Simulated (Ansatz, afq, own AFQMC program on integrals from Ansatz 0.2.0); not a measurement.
## SiNH₃, singlet: energetics from AFQMC and coupled cluster

```json
{"atom": "Si", "x (Å)": "0.0000", "y (Å)": "-0.0298", "z (Å)": "0.5045"}
{"atom": "N", "x (Å)": "0.0000", "y (Å)": "0.1142", "z (Å)": "-1.0818"}
{"atom": "H", "x (Å)": "0.0000", "y (Å)": "-1.2620", "z (Å)": "1.3427"}
{"atom": "H", "x (Å)": "0.0000", "y (Å)": "1.2045", "z (Å)": "1.3150"}
{"atom": "H", "x (Å)": "0.0000", "y (Å)": "-0.7003", "z (Å)": "-1.6823"}
```

Geometry: a PBE0/def2-TZVP stationary point, not shown to be a minimum. Basis cc-pVTZ. Only valence electrons are correlated. Integrals, coupled cluster, full CI and functionals: Ansatz 0.2.0; the random walks run on the same integrals in our own AFQMC program. The CISD trial takes its coefficients from CCSD amplitudes. Released means that phaseless walkers are propagated on without the constraint, phases kept. Error bars are statistical, one sigma.

Best estimates are CCSD(T) at the basis-set limit (def2-TZVPP/QZVPP) plus the step from CCSD(T) to the highest rung at hand in cc-pVTZ, named in the table (released AFQMC can keep some 10 meV of bias). No zero-point, core-correlation or spin–orbit terms. Other levels are in cc-pVTZ; a dash marks a level that is missing or breaks spin symmetry for a member.

Cautions: SiNH₃ (triplet): another spin lies lower, the released value is read at 1.50 1/Eh (meV from the phaseless value at times in 1/Eh: -11 ± 5 at 0.24, -9 ± 5 at 0.50, -16 ± 4 at 1.00, -15 ± 6 at 1.50); SiNH₃⁺ (doublet): the released value is read at 1.50 1/Eh (meV from the phaseless value at times in 1/Eh: 1 ± 4 at 0.24, -8 ± 3 at 0.50, -16 ± 6 at 1.00, -15 ± 7 at 1.50); row 1: core correlation is missing, and it shifts such a gap most where an s electron is promoted.

```csv
process,r2SCAN (eV)
"to charge +0, triplet (vertical)",3.23
"to charge +1, doublet (vertical)",9.78
to free atoms,15.00
```

**Question.** From these values, estimate the best estimates.

**Answer.** 
| process | best estimate (eV) | highest rung |
| --- | --- | --- |
| to charge +0, triplet (vertical) | 3.62 ± 0.006 | released AFQMC |
| to charge +1, doublet (vertical) | 10.05 ± 0.007 | released AFQMC |
| to free atoms | 15.30 | CCSDT(Q) |

Errors against the best estimates in eV, in the same order:

```
        level      error, 1      error, 2       error, 3
          MP2          0.20          0.05          -0.63
      CCSD(T)         -0.05         -0.16          -0.73
ph-AFQMC/CISD  -0.03 ± 0.01  -0.16 ± 0.01  -0.71 ± 0.009
  CCSD(T)/CBS         -0.01          0.01          -0.02
          PBE         -0.09         -0.16          -0.02
       r2SCAN         -0.39         -0.26          -0.30
         PBE0         -0.36         -0.27          -0.49
        B3LYP         -0.17         -0.17          -0.16
      wB97M-V         -0.04         -0.21          -0.12
       B2PLYP         -0.04         -0.16          -0.29
```

Cost at the first geometry (cards were shared with other jobs): PBE0/cc-pVTZ, 1.9 s on 1 thread of AMD EPYC 7R13 Processor (Zen 3) (shared host); RCCSD(T)/cc-pVTZ, 3.2 s on 1 × NVIDIA H100 80GB HBM3 with 1 thread of AMD EPYC 7R13 Processor (Zen 3), with other jobs on the host; CCSDT(Q), 13 s on 1 × NVIDIA H100 80GB HBM3 with 1 thread of AMD EPYC 7R13 Processor (Zen 3), with other jobs on the host; ph-AFQMC/CISD with release, 3.9 min on 1 × NVIDIA H100 80GB HBM3 with 2 threads of AMD EPYC 7R13 Processor (Zen 3) (shared host).

Best estimates are given only where the step beyond CCSD(T) is under 0.3 eV and no member's determinant is very poor (T1 over 0.05, or 0.07 for open shells, ⟨S²⟩ too high by 0.3, two states mixed), so the hardest cases are missing from such tables.

The functionals ran in a triple-zeta set and keep a basis error of their own, a few kJ/mol for each bond in atomization energies and more for double hybrids, so close places among them and the extrapolated levels can swap.

CCSDT and higher add their correlation energy to the determinant of the CCSD(T) run, since their own runs factorise the integrals more tightly (a shift of under 2 meV). Each member of a difference takes its own highest rung, so a best estimate needn't equal the limit plus the step of one row. A walk keeps the symmetry of its determinant, which the program's search chose and which needn't be the lowest solution, so a lower state of the same spin and another symmetry isn't excluded. Released energies are given only where the last usable release times agree within the noise; a slower fall can still hide under it.
